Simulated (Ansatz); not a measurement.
## Multireference treatment of BH4N, singlet

Computed with Ansatz's Gaussian-basis code (development build); NEVPT3, NEVPT4(SD), MRCISD by development code. Basis cc-pV(T+d)Z, nonrelativistic, 2 orbitals frozen in the corrections. State-specific CASSCF; RHF is the lowest restricted (open-shell) Hartree–Fock solution met. Letters tell apart solutions met in one space. Solutions may break the symmetry of the shape. Lower solutions, or ones in other orbitals, may exist.

Geometry:

```xyz
6

B     0.0000    0.0000   -0.7800
N     0.0000    0.0000    0.6125
H     0.0000    1.0455   -1.3584
H     0.0000   -1.0455   -1.3584
H    -0.8463    0.0000    1.1647
H     0.8463    0.0000    1.1647
```

CASSCF less RHF, in eV, and natural occupations:

```tsv
CAS	CASSCF	occupations
(2,2) a	-0.457	1.98, 0.02
(2,2) b	-0.370	1.98, 0.02
(2,2) c	-0.355	1.99, 0.01
```

Q: What totals less RHF do the corrections give on each solution?

A: 

```json
{"CAS": "(2,2) a", "SC-NEVPT2": "-8.683", "FIC-NEVPT2": "-8.684", "NEVPT3": "-9.259", "NEVPT4(SD)": "-9.558", "MRCISD": "-8.788"}
{"CAS": "(2,2) b", "SC-NEVPT2": "-8.693", "FIC-NEVPT2": "-8.693", "NEVPT3": "-9.276", "NEVPT4(SD)": "-9.531", "MRCISD": "-8.777"}
{"CAS": "(2,2) c", "SC-NEVPT2": "-8.671", "FIC-NEVPT2": "-8.675", "NEVPT3": "-9.230", "NEVPT4(SD)": "-9.555", "MRCISD": "-8.774"}
```

Q: In CAS(2,2), is the solution lowest in CASSCF also lowest after SC-NEVPT2?

A: No: (2,2) b is lowest after SC-NEVPT2, 0.01 eV under (2,2) a, which leads in CASSCF.

Q: How do single-reference totals in the same basis and frozen core stand against SC-NEVPT2 in CAS(2,2) a?

A: CCSD(T) -1.014 eV. Coupled cluster stands on the determinant that it favours, which can lie over the RHF solution above, and is in doubt where the occupations are far from 0, 1 and 2.

Q: Roughly how much CPU time does a whole run from the default start take (median of such runs, summed over threads; nearly all runs on one pinned thread of a shared server, mostly Xeon at 2.3 to 2.6 GHz, by a development driver)?

A: CAS(2,2) b: about 3.8 s. Other jobs ran beside these, and the count of passes differs.
